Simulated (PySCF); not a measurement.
Species: triphosphine, P₃H₅.
InChI=1S/H5P3/c1-3-2/h3H,1-2H2

Level of theory: PySCF, TDDFT CAM-B3LYP/def2-SVPD, vertical, gas phase, core orbitals frozen in the response. Isolated species at its PBE0-D3(BJ)/def2-SVP geometry (one conformer only). Torsions of this conformer, `[PH2:1][PH:2][PH2:3]`: H–P1–P2–P3 87°, H–P1–P2–P3 180°, H–P3–P2–P1 -88°, H–P3–P2–P1 180°.

| state | E (eV) | E (hartree) | f | \|μ\| (D) | symmetry | main configurations (H = HOMO, L = LUMO) |
| --- | --- | --- | --- | --- | --- | --- |
| S1 | 5.24 | 0.1926 | 0.055 | 1.66 | A′ | H→L (97%) |
| S2 | 5.37 | 0.1972 | 0.144 | 2.66 | A″ | H→L+1 (94%) |
| S3 | 5.60 | 0.2058 | 0.025 | 1.09 | A′ | H→L+2 (91%) |
| S4 | 5.72 | 0.2104 | 0.014 | 0.81 | A′ | H→L+3 (91%) |
| S5 | 6.47 | 0.2376 | 0.070 | 1.69 | A″ | H→L+4 (48%), H-1→L (39%) |
| S6 | 6.62 | 0.2432 | 0.029 | 1.08 | A″ | H-1→L (46%), H→L+4 (27%), H-1→L+3 (9%) |
| S7 | 6.78 | 0.2492 | 0.097 | 1.94 | A′ | H-1→L+1 (67%), H→L+5 (25%) |
| S8 | 6.93 | 0.2547 | 0.0027 | 0.32 | A″ | H-1→L+3 (40%), H-1→L+2 (40%), H→L+6 (11%) |
| S9 | 7.16 | 0.2632 | 0.013 | 0.68 | A′ | H→L+5 (64%), H-1→L+1 (22%) |
| S10 | 7.33 | 0.2693 | 0.0024 | 0.29 | A″ | H-1→L+2 (47%), H-1→L+3 (22%), H→L+4 (17%) |

Triplets (Tamm–Dancoff): T1 4.26 eV, H→L (53%), H→L+1 (26%); T2 4.27 eV, H→L+1 (58%), H→L (24%); T3 5.01 eV, H→L+2 (63%), H→L+3 (16%); T4 5.21 eV, H→L+3 (67%), H→L+2 (12%).

The lowest singlet lies at 5.24 eV (237 nm, ultraviolet) and is of moderate strength; its leading configuration is HOMO→LUMO (97%). The strongest level in the table is S2 at 5.37 eV (231 nm, f = 0.144). Löwdin shares by element: HOMO phosphorus 89%; LUMO phosphorus 74%, hydrogen 7% or more (atoms not listed hold the other 18%). Weighted by f, the mean energy of these states is 6.00 eV. The oscillator strengths of these states sum to 0.452; summed over the whole spectrum of an exact calculation they would give the number of electrons, 50 (Thomas–Reiche–Kuhn). The listed states span 2.09 eV, and the widest gap between neighbours is 0.74 eV (S4 to S5). No computed singlet lies in the visible range (380 to 750 nm); the lowest, at 237 nm, stands 1.98 eV above its violet end (3.26 eV). The vertical ionisation energy (ΔSCF) is 8.58 eV, 1.25 eV above S10. Symmetry labels in Cs follow from the direction of the transition dipole and are given only for states with f of 0.002 or more. Singlets were solved by full linear response, triplets in the Tamm–Dancoff approximation.

Without π bonds the low states are Rydberg-like; a valence basis with one diffuse set may place them up to an eV too high.
